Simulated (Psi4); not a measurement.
Psi4 input (PBE/STO-3G):

```
memory 6899 MB

molecule {
0 1
F    -0.00000000   -0.00000000   -0.09245367
H     0.00000000    0.00000000    0.83208299
}

set {
  basis sto-3g
  scf_type df
}

energy('pbe')
print_variables()
```

Output:

```
-----------------------------------------------------------------------
          Psi4: An Open-Source Ab Initio Electronic Structure Package
                               Psi4 1.11 release

    D. G. A. Smith, L. A. Burns, A. C. Simmonett, R. M. Parrish,
    M. C. Schieber, R. Galvelis, P. Kraus, H. Kruse, R. Di Remigio,
    A. Alenaizan, A. M. James, S. Lehtola, J. P. Misiewicz, M. Scheurer,
    R. A. Shaw, J. B. Schriber, Y. Xie, Z. L. Glick, D. A. Sirianni,
    J. S. O'Brien, J. M. Waldrop, A. Kumar, E. G. Hohenstein,
    B. P. Pritchard, B. R. Brooks, H. F. Schaefer III, A. Yu. Sokolov,
    K. Patkowski, A. E. DePrince III, U. Bozkaya, R. A. King,
    F. A. Evangelista, J. M. Turney, T. D. Crawford, C. D. Sherrill,
    J. Chem. Phys. 152(18) 184108 (2020). https://doi.org/10.1063/5.0006002

                            Additional Code Authors
    E. T. Seidl, C. L. Janssen, E. F. Valeev, M. L. Leininger,
    J. F. Gonthier, R. M. Richard, H. R. McAlexander, M. Saitow, X. Wang,
    P. Verma, M. H. Lechner, A. Jiang, S. Behnle, A. G. Heide,
    M. F. Herbst, D. L. Poole, T. Győri, E. C. Mitchell, J. P. Pederson,
    and A. M. Wallace

             Previous Authors, Complete List of Code Contributors,
                       and Citations for Specific Modules
    https://github.com/psi4/psi4/blob/master/codemeta.json
    https://github.com/psi4/psi4/graphs/contributors
    https://psicode.org/psi4manual/master/introduction.html#citing-psifour

    -----------------------------------------------------------------------

    Threads:    4
    Addons:     a̶d̶c̶c̶, a̶m̶b̶i̶t̶, b̶s̶e̶, c̶c̶t̶3̶, c̶f̶o̶u̶r̶, c̶h̶e̶m̶p̶s̶2̶, c̶p̶p̶e̶, d̶d̶x̶,
                d̶f̶t̶d̶3̶, d̶f̶t̶d̶4̶, dkh, ecpint, einsums, f̶o̶r̶t̶e̶, gauxc, g̶c̶p̶,
                g̶d̶m̶a̶, g̶e̶o̶m̶e̶t̶r̶i̶c̶, g̶p̶u̶_̶d̶f̶c̶c̶, i̶n̶t̶e̶g̶r̶a̶t̶o̶r̶x̶x̶,
                i̶p̶i̶, l̶i̶b̶e̶f̶p̶, m̶d̶i̶, m̶p̶2̶d̶, m̶r̶c̶c̶, ooo,
                o̶p̶e̶n̶f̶e̶r̶m̶i̶o̶n̶p̶s̶i̶4̶, pcmsolver, p̶s̶i̶4̶f̶o̶c̶k̶c̶i̶, p̶s̶i̶x̶a̶s̶,
                p̶y̶e̶i̶n̶s̶u̶m̶s̶, r̶e̶s̶p̶, s̶i̶m̶i̶n̶t̶, s̶n̶s̶m̶p̶2̶,
                v̶2̶r̶d̶m̶_̶c̶a̶s̶s̶c̶f̶

  ==> Input File <==

--------------------------------------------------------------------------
memory 6899 MB

molecule {
0 1
F    -0.00000000   -0.00000000   -0.09245367
H     0.00000000    0.00000000    0.83208299
}

set {
  basis sto-3g
  scf_type df
}

energy('pbe')
print_variables()
--------------------------------------------------------------------------

   => Libint2 <=

    Primary   basis highest AM E, G, H:  7, 6, 3
    Auxiliary basis highest AM E, G, H:  7, 7, 4
    Onebody   basis highest AM E, G, H:  -, -, -
    Solid Harmonics ordering:            Gaussian

   => Loading Basis Set <=

    Name: STO-3G
    Role: ORBITAL
    Keyword: BASIS
    atoms 1 entry F          line    91 file sto-3g.gbs
    atoms 2 entry H          line    19 file sto-3g.gbs

         ---------------------------------------------------------
                                   SCF
               by Justin Turney, Rob Parrish, Andy Simmonett
                          and Daniel G. A. Smith
                              RKS Reference
                        4 Threads,   6579 MiB Core
         ---------------------------------------------------------

  ==> Geometry <==

    Molecular point group: c2v
    Full point group: C_inf_v

    Geometry (in Angstrom), charge = 0, multiplicity = 1:

       Center              X                  Y                   Z               Mass
    ------------   -----------------  -----------------  -----------------  -----------------
         F            0.000000000000     0.000000000000    -0.046574055843    18.998403162730
         H            0.000000000000     0.000000000000     0.877962604157     1.007825032230

  Running in c2v symmetry.

  Rotational constants: A = ************  B =     20.60683  C =     20.60683 [cm^-1]
  Rotational constants: A = ************  B = 617777.23932  C = 617777.23932 [MHz]
  Nuclear repulsion =    5.151331582708683

  Charge       = 0
  Multiplicity = 1
  Electrons    = 10
  Nalpha       = 5
  Nbeta        = 5

  ==> Algorithm <==

  SCF Algorithm Type is DF.
  DIIS enabled.
  MOM disabled.
  Fractional occupation disabled.
  Guess Type is SAD.
  Energy threshold   = 1.00e-06
  Density threshold  = 1.00e-06
  Integral threshold = 1.00e-12

  ==> Primary Basis <==

  Basis Set: STO-3G
    Blend: STO-3G
    Number of shells: 4
    Number of basis functions: 6
    Number of Cartesian functions: 6
    Spherical Harmonics?: true
    Max angular momentum: 1

  ==> DFT Potential <==

   => LibXC <=

    Version 7.1.2
    S. Lehtola, C. Steigemann, M. J. T. Oliveira, and M. A. L. Marques,  SoftwareX 7, 1–5 (2018) (10.1016/j.softx.2017.11.002)

   => Composite Functional: PBE <=

    PBE GGA Exchange-Correlation Functional

    J.P. Perdew et. al., Phys. Rev. Lett., 77(18), 3865-3868, 1996

    Deriv               =              1
    GGA                 =           TRUE
    Meta                =          FALSE

    Exchange Hybrid     =          FALSE
    MP2 Hybrid          =          FALSE

   => Exchange Functionals <=

    1.0000     XC_GGA_X_PBE

   => Correlation Functionals <=

    1.0000     XC_GGA_C_PBE

   => LibXC Density Thresholds  <==

    XC_GGA_C_PBE:  1.00E-12
    XC_GGA_X_PBE:  1.00E-15

   => Molecular Quadrature <=

    Radial Scheme          =       TREUTLER
    Pruning Scheme         =           NONE
    Nuclear Scheme         =       TREUTLER

    Blocking Scheme        =         OCTREE
    BS radius alpha        =              1
    Pruning alpha          =              1
    Radial Points          =             75
    Spherical Points       =            302
    Total Points           =          44072
    Total Blocks           =            390
    Max Points             =            256
    Max Functions          =              6
    Weights Tolerance      =       1.00E-15

   => Loading Basis Set <=

    Name: (STO-3G AUX)
    Role: JKFIT
    Keyword: DF_BASIS_SCF
    atoms 1 entry F          line   378 file def2-universal-jkfit.gbs
    atoms 2 entry H          line    18 file def2-universal-jkfit.gbs

  ==> Integral Setup <==

  DFHelper Memory: AOs need 0.000 GiB; user supplied 4.811 GiB.
  SCF_SUBTYPE=INCORE selected. In-core MEM_DF algorithm will be used.
  Using in-core AOs.

  ==> MemDFJK: Density-Fitted J/K Matrices <==

    J tasked:                   Yes
    K tasked:                    No
    wK tasked:                   No
    OpenMP threads:               4
    Algorithm:                 Core
    Schwarz Cutoff:           1E-12
    Mask sparsity (%):       0.0000
    Fitting Condition:        1E-10

   => Auxiliary Basis Set <=

  Basis Set: (STO-3G AUX)
    Blend: DEF2-UNIVERSAL-JKFIT
    Number of shells: 31
    Number of basis functions: 95
    Number of Cartesian functions: 113
    Spherical Harmonics?: true
    Max angular momentum: 4

  Cached 100.0% of DFT collocation blocks in 0.007 [GiB].

  Minimum eigenvalue in the overlap matrix is 4.1829204189E-01.
  Reciprocal condition number of the overlap matrix is 2.5945836987E-01.
    Using symmetric orthogonalization.

  ==> Pre-Iterations <==

  SCF Guess: Superposition of Atomic Densities via on-the-fly atomic UHF (no occupation information).

   -------------------------
    Irrep   Nso     Nmo
   -------------------------
     A1         4       4
     A2         0       0
     B1         1       1
     B2         1       1
   -------------------------
    Total       6       6
   -------------------------

  ==> Iterations <==

                           Total Energy        Delta E     RMS |[F,P]|

   @DF-RKS iter SAD:   -98.62334180725615   -9.86233e+01   0.00000e+00
   @DF-RKS iter   1:   -98.81274439156842   -1.89403e-01   2.31248e-02 DIIS/ADIIS
   @DF-RKS iter   2:   -98.81561591031964   -2.87152e-03   2.01328e-02 DIIS/ADIIS
   @DF-RKS iter   3:   -98.82153119946230   -5.91529e-03   3.73281e-04 DIIS/ADIIS
   @DF-RKS iter   4:   -98.82153291641838   -1.71696e-06   1.87633e-05 DIIS
   @DF-RKS iter   5:   -98.82153292185865   -5.44027e-09   2.57903e-08 DIIS
  Energy and wave function converged.

  ==> Post-Iterations <==

   Electrons on quadrature grid:
      Ntotal   =   10.0000001760 ; deviation = 1.760e-07

    Orbital Energies [Eh]
    ---------------------

    Doubly Occupied:

       1A1   -23.862939     2A1    -0.948181     3A1    -0.297567
       1B2    -0.087081     1B1    -0.087081

    Virtual:

       4A1     0.317532

    Final Occupation by Irrep:
             A1    A2    B1    B2
    DOCC [     3,    0,    1,    1 ]
    NA   [     3,    0,    1,    1 ]
    NB   [     3,    0,    1,    1 ]

  @DF-RKS Final Energy:   -98.82153292185865

   => Energetics <=

    Nuclear Repulsion Energy =              5.1513315827086830
    One-Electron Energy =                -149.6263718345772702
    Two-Electron Energy =                  56.5396366340554692
    DFT Exchange-Correlation Energy =     -10.8861293040455251
    Empirical Dispersion Energy =           0.0000000000000000
    VV10 Nonlocal Energy =                  0.0000000000000000
    Total Energy =                        -98.8215329218586476

Computation Completed

Properties will be evaluated at   0.000000,   0.000000,   0.000000 [a0]

Properties computed using the SCF density matrix

 Multipole Moments:

 ------------------------------------------------------------------------------------
     Multipole            Electronic (a.u.)      Nuclear  (a.u.)        Total (a.u.)
 ------------------------------------------------------------------------------------

 L = 1.  Multiply by 2.5417464519 to convert [e a0] to [Debye]
 Dipole X            :          0.0000000            0.0000000            0.0000000
 Dipole Y            :          0.0000000            0.0000000            0.0000000
 Dipole Z            :         -0.4044155            0.8669990            0.4625835
 Magnitude           :                                                    0.4625835

 ------------------------------------------------------------------------------------

  Variable Map:
  ----------------------------------------------------------------------------
  "CURRENT ENERGY"              =>     -98.821532921859
  "CURRENT REFERENCE ENERGY"    =>     -98.821532921859
  "DD SOLVATION ENERGY"         =>       0.000000000000
  "DFT FUNCTIONAL TOTAL ENERGY" =>     -98.821532921859
  "DFT TOTAL ENERGY"            =>     -98.821532921859
  "DFT VV10 ENERGY"             =>       0.000000000000
  "DFT XC ENERGY"               =>     -10.886129304046
  "GRID ELECTRONS ALPHA"        =>       5.000000087990
  "GRID ELECTRONS BETA"         =>       5.000000087990
  "GRID ELECTRONS TOTAL"        =>      10.000000175980
  "NUCLEAR REPULSION ENERGY"    =>       5.151331582709
  "ONE-ELECTRON ENERGY"         =>    -149.626371834577
  "PCM POLARIZATION ENERGY"     =>       0.000000000000
  "PE ENERGY"                   =>       0.000000000000
  "SCF ITERATION ENERGY"        =>     -98.821532921859
  "SCF ITERATIONS"              =>       5.000000000000
  "SCF TOTAL ENERGY"            =>     -98.821532921859
  "TWO-ELECTRON ENERGY"         =>      56.539636634055
  "XC GRID RADIAL POINTS"       =>      75.000000000000
  "XC GRID SPHERICAL POINTS"    =>     302.000000000000
  "XC GRID TOTAL POINTS"        =>   44072.000000000000

  Array Variable Map:
  ----------------------------------------------------------------------------
  "CURRENT DIPOLE"              =>       0.000000000000 ... 0.462583451601 1 by 3
  "SCF DIPOLE"                  =>       0.000000000000 ... 0.462583451601 1 by 3
  "SCF TOTAL ENERGIES"          =>     -98.623341807256 ... -98.821532921859 1 by 6

*** Psi4 exiting successfully. Buy a developer a beer!
```
